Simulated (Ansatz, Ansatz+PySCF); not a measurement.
```yaml
atoms:
  - { symbol: H, position_ang: [0.0000, 0.0000, -1.4488] }
  - { symbol: C, position_ang: [0.0000, 0.0000, -0.4544] }
  - { symbol: C, position_ang: [0.0000, 0.0000, 0.6959] }
```

RHF on singlet C₂H(-) was run in several spherical basis sets with Ansatz (development build ahead of 0.2.0). Caution: no diffuse functions for an anion. Caution for RHF: no unrestricted run beside it, a lower state can exist.

Problem. Rank the basis sets by the total energy that they give, lowest first, with the distance from the lowest.
A. def2-SVP
B. cc-pVTZ
C. def2-TZVP
D. 6-31G(d)
E. cc-pVDZ

Solution. C (0.00 eV), B (0.17 eV), E (1.14 eV), D (1.63 eV), A (2.85 eV).

Totals follow the description of the cores as much as that of the bonds, so this order isn't one of quality for chemistry.
